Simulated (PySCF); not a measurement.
# AlSiH4Cl (SMILES [SiH3][AlH][Cl]), step by step

Aim: a geometry optimisation (HF/6-311+G**), then the harmonic vibrations, then the energy (DF-CCSD(T)/ccECP-aug-cc-pVDZ), then ionisation energies (EOM-CCSD/6-31+G**) of AlSiH4Cl. The job is set up through a Python script.

The calculation is run with PySCF 2.14.0.

**1. The structure to begin with**

AlSiH4Cl has 7 atoms, charge 0, and is taken as a singlet. SMILES: `[SiH3][AlH][Cl]`. All atoms were displaced at random from a relaxed shape. The run starts from this shape.

Bond lengths: Si1–Al2 2.444 Å, Al2–Cl3 1.991 Å, Si1–H4 1.488 Å, Si1–H5 1.475 Å, Si1–H6 1.587 Å, Al2–H7 1.744 Å. Angles: Si1–Al2–Cl3 117.5°, Si1–Al2–H7 123.6°, Cl3–Al2–H7 118.8°, Al2–Si1–H4 112.9°, Al2–Si1–H5 112.6°, Al2–Si1–H6 111.0°, H4–Si1–H5 108.1°, H4–Si1–H6 110.7°, H5–Si1–H6 101.1°.

**2. A structure relaxation at HF/6-311+G(d,p) (sfX2C, density fitting, Cartesian functions) (run 1)**

Contents of geometry.xyz:

```xyz
7
AlClH4Si
Si    -0.896229     0.511240    -0.378907
Al     1.058913    -0.705514     0.438175
Cl     1.732868    -2.215594    -0.671289
H     -2.090671    -0.360043    -0.546627
H     -0.643278     1.193837    -1.661746
H     -1.230526     1.745127     0.561458
H      1.941837    -0.260756     1.874963
```

Contents of input.py:

```python
from pyscf import gto, scf
from pyscf import df
from pyscf.geomopt.geometric_solver import kernel as optimise

mol = gto.M(
    atom='geometry.xyz',
    cart=True,
    max_memory=1860,
    spin=0,
    verbose=3,
    basis='6-311+g**',
)

hf = scf.RHF(mol)
hf = hf.x2c()
hf = hf.density_fit(auxbasis=df.aug_etb(mol, beta=2.0))
converged, mol_eq = optimise(hf, maxsteps=100)
print('converged:', converged)
print(mol_eq.tostring())

hf.reset(mol_eq)
mol = mol_eq
hf.kernel()
energy = hf.e_tot
print(f'total energy: {energy:.8f} hartree')
```

Started as:

```sh
$ OMP_NUM_THREADS=1 python input.py
```

Standard output:

```text
maxiter                   100
[... 36 lines left out ...]
> Convergence Criteria:
[... 19 lines left out ...]
WARN: Mole.unit (angstrom) is changed to Bohr
[... 13 lines left out ...]
Step    0 : Gradient = 3.970e-02/7.061e-02 (rms/max) Energy = -995.0089762185
[... 37 lines left out ...]
converged SCF energy = -995.025130638745
[... 49 lines left out ...]
converged SCF energy = -995.02537562209
[... 49 lines left out ...]
converged SCF energy = -995.025384812462
[... 38 lines left out ...]
Converged! =D
[... 1 line left out ...]
converged: True
Si         -0.90210426        0.58837270       -0.36137786
Al          1.07693750       -0.62817825        0.48070468
Cl          1.76479335       -2.27336491       -0.65788857
H          -2.05454667       -0.33083858       -0.50159881
H          -0.61720034        1.18053159       -1.68867167
H          -1.28859104        1.68164272        0.56001760
H           1.89362546       -0.30986827        1.78484164
converged SCF energy = -995.025385049394
total energy: -995.02538505 hartree
```

Run time: 40 s. Hardware: 1 thread of Arm Neoverse V2, shared host; peak memory 0.31 GiB.

Steps, from the record of the run:

| step | energy from the first frame kept (eV) | largest force (eV/Å) |
| --- | --- | --- |
| 0 | 0.0000 | 3.6308 |
| 1 | -0.4060 | 0.8868 |
| 2 | -0.4396 | 0.4520 |
| 3 | -0.4455 | 0.1078 |
| 4 | -0.4463 | 0.0303 |
| 5 | -0.4465 | 0.0249 |
| 6 | -0.4465 | 0.0106 |
| 7 | -0.4465 | 0.0028 |

After the run. Bond lengths: Si1–Al2 2.471 Å, Al2–Cl3 2.116 Å, Si1–H4 1.481 Å, Si1–H5 1.481 Å, Si1–H6 1.481 Å, Al2–H7 1.571 Å. Angles: Si1–Al2–Cl3 117.4°, Si1–Al2–H7 126.8°, Cl3–Al2–H7 115.8°, Al2–Si1–H4 110.5°, Al2–Si1–H5 110.4°, Al2–Si1–H6 111.1°, H4–Si1–H5 108.2°, H4–Si1–H6 108.3°, H5–Si1–H6 108.2°.

**3. Vibrational wavenumbers at HF/6-311+G(d,p) (sfX2C, density fitting, Cartesian functions) (run 2)**

Contents of geometry.xyz:

```xyz
7

Si    -1.581155     1.421598    -0.146177
Al     0.397887     0.205047     0.695906
Cl     1.085742    -1.440140    -0.442688
H     -2.733598     0.502386    -0.286398
H     -1.296251     2.013757    -1.473471
H     -1.967642     2.514868     0.775219
H      1.214574     0.523357     2.000043
```

Contents of run.py:

```python
import numpy
from pyscf import gto, scf, symm
from pyscf import df
from pyscf.hessian import thermo

mol = gto.M(
    atom='geometry.xyz',
    verbose=3,
    basis='6-311+g**',
    cart=True,
    max_memory=1860,
)

mf = scf.RHF(mol)
mf = mf.x2c()
mf = mf.density_fit(auxbasis=df.aug_etb(mol, beta=2.0))
mf.kernel()

energy = mf.e_tot
print('E = %.10f Eh' % energy)
hess = mf.Hessian().kernel()
modes = thermo.harmonic_analysis(mol, hess)
print('frequencies (1/cm)', numpy.round(modes['freq_wavenumber'], 1))
symm.geom.TOLERANCE = 1e-3  # for the symmetry number
th = thermo.thermo(mf, modes['freq_au'], 200, 101325)
thermo.dump_thermo(mol, th)
```

Started as:

```sh
$ OMP_NUM_THREADS=1 python run.py
```

Standard output:

```text
converged SCF energy = -995.025385049543
E = -995.0253850495 Eh
frequencies (1/cm) [  30.9  120.1  374.   383.9  510.6  542.1  553.   698.3  973.6 1028.
 1032.  2039.1 2307.8 2309.  2313.1]
temperature 200.0000 [K]
pressure 101325.00 [Pa]
Rotational constants [GHz] 13.15122 1.90495 1.69635
Symmetry number 1
Zero-point energy (ZPE) 0.03466 [Eh]   91009.021 [J/mol]
                           tot       elec      trans        rot        vib
Entropy [J/mol/K]       300.806      0.000    157.181    105.595     38.029
Cv [J/mol/K]             60.853      0.000     12.472     12.472     35.910
Cp [J/mol/K]             69.167      0.000     20.786     12.472     35.910
Internal energy [J/mol]                      2494.338   2494.338  94675.952
Internal energy [Eh]   -994.98742  -995.02539
Enthalpy [J/mol]                             4157.230   2494.338  94675.952
Enthalpy [Eh]          -994.98679
Gibbs free energy [J/mol]                  -27279.064 -18624.694  87070.164
Gibbs free energy [Eh] -995.00971
```

Wall time 2.8 min (1 thread of Arm Neoverse V2, shared host); peak memory 1.2 GiB.

**4. A single-point energy at DF-CCSD(T)/ccECP-aug-cc-pVDZ (core potential) (run 3)**

Contents of run.py:

```python
from pyscf import gto, scf, cc

mol = gto.Mole()
mol.atom = '''
Si    -0.902104     0.588373    -0.361378
Al     1.076938    -0.628178     0.480705
Cl     1.764793    -2.273365    -0.657889
H     -2.054547    -0.330839    -0.501599
H     -0.617200     1.180532    -1.688672
H     -1.288591     1.681643     0.560018
H      1.893625    -0.309868     1.784842
'''
mol.max_memory = 1860
mol.basis = 'ccecp-aug-cc-pvdz'
mol.ecp = {'Si': 'ccecp', 'Al': 'ccecp', 'Cl': 'ccecp', 'H': 'ccecp'}
mol.verbose = 4
mol.build()

myscf = scf.RHF(mol)
myscf.kernel()

mycc = cc.CCSD(myscf).density_fit()
mycc.kernel()
e_t = mycc.ccsd_t()
etot = mycc.e_tot + e_t
print('E(%s) = %.9f' % ('DF-CCSD(T)', etot))
dip = myscf.dip_moment()
pop, q = myscf.mulliken_pop()
```

Started as:

```sh
$ OMP_NUM_THREADS=1 python run.py
```

Standard output:

```text
PySCF version 2.14.0

[... 59 lines left out ...]
converged SCF energy = -22.8039883339957
[... 19 lines left out ...]
WARN: Even tempered Gaussians are generated as DF auxbasis for  Cl Al Si H
[... 32 lines left out ...]
WARN: Even tempered Gaussians are generated as DF auxbasis for  Cl Al Si H
[... 1 line left out ...]
Init t2, MP2 energy = -23.1327365452145  E_corr(MP2) -0.328748211218877
[... 11 lines left out ...]
RCCSD converged
[... 3 lines left out ...]
Dipole moment(X, Y, Z, Debye): -0.55647,  1.21094,  0.78978
[... 110 lines left out ...]
charge of    6H =      0.16867
```

It took 74 s on 1 thread of Arm Neoverse V2, shared host; peak memory 0.59 GiB.

**5. Ionisation energies at EOM-CCSD/6-31+G(d,p) (Cartesian functions, root kind ip) (run 4)**

Contents of geometry.xyz:

```xyz
7

Si    -0.902104     0.588373    -0.361378
Al     1.076938    -0.628178     0.480705
Cl     1.764793    -2.273365    -0.657889
H     -2.054547    -0.330839    -0.501599
H     -0.617200     1.180532    -1.688672
H     -1.288591     1.681643     0.560018
H      1.893625    -0.309868     1.784842
```

Contents of job.py:

```python
# [SiH3][AlH][Cl]
import numpy
from pyscf import gto, scf, cc

mol = gto.M(
    atom='geometry.xyz',
    verbose=4,
    spin=0,
    basis='6-31+g**',
    max_memory=1860,
    cart=True,
)

mf = scf.RHF(mol)
mf.kernel()

mycc = cc.CCSD(mf, frozen=15)
mycc.kernel()
e_final = mycc.e_tot
print(f'total energy: {e_final:.8f} hartree')

e, vec = mycc.ipccsd(nroots=4)
roots = numpy.atleast_1d(e) * 27.211386
print('EOM-IP-CCSD roots (eV)')
for i, w in enumerate(roots, 1):
    print('%3d %10.4f' % (i, w))
```

Started as:

```sh
$ OMP_NUM_THREADS=1 python job.py
```

Standard output:

```text
PySCF version 2.14.0

[... 60 lines left out ...]
converged SCF energy = -992.697347963844
[... 12 lines left out ...]
Init t2, MP2 energy = -992.981173252808  E_corr(MP2) -0.283825288964066
[... 11 lines left out ...]
CCSD converged
[... 1 line left out ...]
total energy: -993.02693531 hartree
[... 1 line left out ...]
******** <class 'pyscf.cc.eom_rccsd.EOMIP'> ********
max_space = 20
max_cycle = 50
conv_tol = 1e-07
partition = None
EOM-CCSD root 0 E = 0.3613851465867352  qpwt = 0.956272  conv = True
EOM-CCSD root 1 E = 0.4294624702222001  qpwt = 0.947687  conv = True
EOM-CCSD root 2 E = 0.4300748119187062  qpwt = 0.950073  conv = True
EOM-CCSD root 3 E = 0.4475566951672951  qpwt = 0.938466  conv = True
EOM-IP-CCSD roots (eV)
  1     9.8338
  2    11.6863
  3    11.7029
  4    12.1786
```

Run time: 11 s. Hardware: 1 thread of Arm Neoverse V2, shared host; peak memory 0.35 GiB.

**6. Summary of results**

```
                                                                   quantity             value
                               run 1, HF/6-311+G**: total energy at the end     -995.02539 Eh
                                         run 1, HF/6-311+G**: dipole moment            1.87 D
                                           run 1, HF/6-311+G**: HOMO energy         -10.41 eV
                                           run 1, HF/6-311+G**: LUMO energy           0.47 eV
                                         run 1, HF/6-311+G**: HOMO–LUMO gap          10.88 eV
                            run 2, HF/6-311+G**: lowest harmonic wavenumber           31 cm⁻¹
                           run 2, HF/6-311+G**: highest harmonic wavenumber         2313 cm⁻¹
                                     run 2, HF/6-311+G**: zero-point energy       91.0 kJ/mol
run 2, HF/6-311+G**: ideal-gas entropy at 200 K (symmetry number 1 as used)  71.9 cal/(mol K)
                          run 3, DF-CCSD(T)/ccECP-aug-cc-pVDZ: total energy      -23.19444 Eh
  run 3, DF-CCSD(T)/ccECP-aug-cc-pVDZ: dipole moment (Hartree–Fock density)            1.55 D
   run 3, DF-CCSD(T)/ccECP-aug-cc-pVDZ: HOMO energy (Hartree–Fock orbitals)         -10.34 eV
   run 3, DF-CCSD(T)/ccECP-aug-cc-pVDZ: LUMO energy (Hartree–Fock orbitals)           0.68 eV
 run 3, DF-CCSD(T)/ccECP-aug-cc-pVDZ: HOMO–LUMO gap (Hartree–Fock orbitals)          11.03 eV
                    run 3, DF-CCSD(T)/ccECP-aug-cc-pVDZ: correlation energy        -390.5 mEh
                        run 3, DF-CCSD(T)/ccECP-aug-cc-pVDZ: (T) correction        -10.44 mEh
                         run 3, DF-CCSD(T)/ccECP-aug-cc-pVDZ: T1 diagnostic             0.012
                run 4, EOM-CCSD/6-31+G**: ground-state or mean-field energy     -993.02694 Eh
             run 4, EOM-CCSD/6-31+G**: dipole moment (Hartree–Fock density)            1.89 D
              run 4, EOM-CCSD/6-31+G**: HOMO energy (Hartree–Fock orbitals)         -10.41 eV
              run 4, EOM-CCSD/6-31+G**: LUMO energy (Hartree–Fock orbitals)           0.52 eV
            run 4, EOM-CCSD/6-31+G**: HOMO–LUMO gap (Hartree–Fock orbitals)          10.93 eV
     run 4, EOM-CCSD/6-31+G**: correlation energy (15 core orbitals frozen)        -329.6 mEh
                                    run 4, EOM-CCSD/6-31+G**: T1 diagnostic             0.012
                          run 4, EOM-CCSD/6-31+G**: first ionisation energy           9.83 eV
```

In words: The optimisation (run 1, HF/6-311+G**) took 7 steps and changed the energy by -0.447 eV. Mulliken charges (run 1, HF/6-311+G**) run from -0.29 on Cl3 to +0.57 on Al2; in a basis this large or diffuse they mean little. All 15 modes (run 2, HF/6-311+G**) are real, so the shape is a minimum at this level. Mulliken charges (run 3, DF-CCSD(T)/ccECP-aug-cc-pVDZ) of the mean-field density run from -0.94 on Si1 to +0.43 on Al2; in a basis this large or diffuse they mean little. The triples (run 3, DF-CCSD(T)/ccECP-aug-cc-pVDZ) make up 2.7 % of the correlation energy. Mulliken charges (run 4, EOM-CCSD/6-31+G**) of the mean-field density run from -0.34 on Cl3 to +0.50 on Si1; in a basis this large or diffuse they mean little.
